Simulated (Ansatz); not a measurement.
**What a trial cell of CdBr3 relaxes into**

Level of theory: Ansatz 0.2.0, DFT PBE, scalar-relativistic, plane waves, PAW. Cutoff 420 eV, Γ-centred k mesh, Gaussian smearing, no spin polarisation in the final step.

CdBr3 was placed on the Cu3Au (L1_2) structure type (Pm-3m, No. 221), with Cd in place of Au, Br in place of Cu, at a guessed volume.

```xyz
4
Lattice="4.7952 0.0000 0.0000 0.0000 4.7952 0.0000 0.0000 0.0000 4.7952" Properties=species:S:1:pos:R:3 pbc="T T T"
Cd    0.0000    0.0000    0.0000
Br    0.0000    2.3976    2.3976
Br    2.3976    0.0000    2.3976
Br    2.3976    2.3976    0.0000
```

Cell and atoms relax at zero pressure; the relaxation can't lower the symmetry of the start.

Formation energies are uncorrected and refer to the elements' standard structures at the same level.

(1) Describe the relaxed structure.

(2) What are its volume, energy, density and gap?

## Answers

(1) It keeps Pm-3m (No. 221). The result has the Cu3Au (L1_2) structure. Conventional cell: a = 4.764 Å. Around Cd lie 12 Br at 3.37 Å; around Br lie 4 Cd at 3.37 Å and 8 Br at 3.37 Å.

```cif
data_structure
_symmetry_space_group_name_H-M 'Pm-3m'
_symmetry_Int_Tables_number 221
_cell_length_a 4.7644
_cell_length_b 4.7644
_cell_length_c 4.7644
_cell_angle_alpha 90.000
_cell_angle_beta 90.000
_cell_angle_gamma 90.000
_cell_volume 108.15
loop_
_atom_site_label
_atom_site_type_symbol
_atom_site_symmetry_multiplicity
_atom_site_Wyckoff_symbol
_atom_site_fract_x
_atom_site_fract_y
_atom_site_fract_z
_atom_site_occupancy
Cd1 Cd 1 a 0.00000 0.00000 0.00000 1
Br1 Br 3 c 0.00000 0.50000 0.50000 1
```

(2) The volume per atom is 27.04 Å³, the density is 5.41 g/cm³ and the energy over the elements is 0.14 eV/atom. The gap on the 10×10×10 mesh is 0 eV (a metal).

The final run used a 10×10×10 mesh on its 4-atom cell and 0.10 eV smearing. For metals, differences of a few meV/atom aren't resolved. A structure relaxed within its symmetry needn't be a true minimum.

Cost: 2 runs of about 0.3 core-minutes in all, on Intel Xeon 6975P-C (Granite Rapids) (shared hosts).